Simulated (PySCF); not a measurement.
## Level sweep

Species: 1,2,4-thiadiazole, C2H2N2S.
Atom-mapped SMILES: `[cH:1]1[n:2][cH:3][s:4][n:5]1` (hydrogens: H6 on C1; H7 on C3)

Geometry (PBE0-D3(BJ)/def2-SVP, Å), atoms numbered from 1 in this order:
```
atom  x, y, z in Å
C1    -0.9394   -0.2492   -0.2955
N2     0.2444   -0.9143   -0.1857
C3     1.0955   -0.1407    0.4240
S4     0.4099    1.3792    0.8409
N5    -1.0522    0.9639    0.1819
H6    -1.7952   -0.7239   -0.7828
H7     2.1287   -0.4170    0.6482
```

PySCF, dipoles from the SCF density, polarisabilities from static response with core orbitals frozen. Geometry: PBE0-D3(BJ)/def2-SVP; no solvent, vibrations or thermal averaging.

The anisotropy is √(½[(α1 − α2)² + (α2 − α3)² + (α3 − α1)²]).

```tsv
level	μ (D)	α (au)	anisotropy (au)
LDA/def2-SVPD	1.473	53.04	27.40
PBE/def2-SVPD	1.412	52.79	27.42
B3LYP/def2-SVPD	1.513	51.74	26.50
PBE0/def2-SVPD	1.484	51.20	26.02
BHandHLYP/def2-SVPD	1.584	50.29	25.31
CAM-B3LYP/def2-SVPD	1.576	51.05	25.83
wB97X-D/def2-SVPD	1.527	51.08	25.55
LC-wPBE/def2-SVPD	1.572	50.00	24.98
HF/def2-SVPD	1.663	49.15	24.03
PBE0/6-31G*	1.556	41.89	30.07
PBE0/def2-SVP	1.602	41.40	27.55
PBE0/6-31+G*	1.642	49.10	27.27
PBE0/aug-cc-pVDZ	1.475	52.67	26.60
PBE0/def2-TZVP	1.489	48.85	28.42
PBE0/def2-TZVPD	1.471	52.88	27.05
PBE0/aug-cc-pVTZ	1.476	53.07	26.81
```

The dipole runs from 1.41 D (PBE/def2-SVPD) to 1.66 D (HF/def2-SVPD). No reference polarisability is at hand; against PBE0 in the largest diffuse basis at hand (aug-cc-pVTZ) the other PBE0 rows deviate by 6-31G* -21%, def2-SVP -22%, 6-31+G* -7%, def2-SVPD -4%, aug-cc-pVDZ -1%, def2-TZVP -8%, def2-TZVPD 0%. In one basis (def2-SVPD) the functionals order the polarisability from HF (lowest) to LDA (highest), a spread of 8%. With PBE0 the polarisability is 44.05 au without diffuse functions (mean of 6-31G*, def2-SVP and def2-TZVP) and 51.78 au with them (mean of 6-31+G*, def2-SVPD, aug-cc-pVDZ, def2-TZVPD and aug-cc-pVTZ).
